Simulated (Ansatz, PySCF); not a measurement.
This Ansatz (an electronic-structure program) input computes a CCSD(T)/cc-pVDZ energy:

Ansatz 0.2 input:
```yaml
crystal:
  periodic: [false, false, false]
  atoms:
    - {symbol: O, position_ang: [-1.05124578, -0.53895713, -0.04517009]}
    - {symbol: C, position_ang: [0.22159526, 0.58565329, 0.00865797]}
    - {symbol: O, position_ang: [1.25638181, 0.13571604, 0.12856953]}
    - {symbol: H, position_ang: [-0.77813459, -1.47076695, -0.15085754]}
    - {symbol: H, position_ang: [-0.30730441, 1.53440276, -0.05254589]}
    - {symbol: H, position_ang: [-1.88522068, -0.35162684, -0.51573992]}
basis:
  gaussian:
    orbitals: cc-pVDZ
total_charge: 1
magnetization: {spin_polarized: false}
correlation: {method: ccsd_t, electrons: outside_noble_gas}
```

**Question.** Write an input for the same energy in PySCF and say what it gives.

**Answer.** 
```python
from pyscf import gto, scf, mp, cc as ccmod

mol = gto.M(
    atom='''
    O    -1.05124578   -0.53895713   -0.04517009
    C     0.22159526    0.58565329    0.00865797
    O     1.25638181    0.13571604    0.12856953
    H    -0.77813459   -1.47076695   -0.15085754
    H    -0.30730441    1.53440276   -0.05254589
    H    -1.88522068   -0.35162684   -0.51573992
    ''',
    basis='cc-pvdz',
    charge=1,
    spin=0,
    verbose=4,
)

mf = scf.RHF(mol)
mf.conv_tol = 1e-10
mf.max_cycle = 100
mf.kernel()
mp2 = mp.MP2(mf, frozen=3).run()
cc = ccmod.CCSD(mf, frozen=3)
cc.max_cycle = 100
cc.kernel()
et = cc.ccsd_t()
print(f'E(CCSD(T)) = {cc.e_tot + et:.9f}')
```
It gives -189.57839 Eh, and Ansatz -189.57839 Eh, a difference of 0.00 mEh.

It need not be the lowest isomer of its formula.
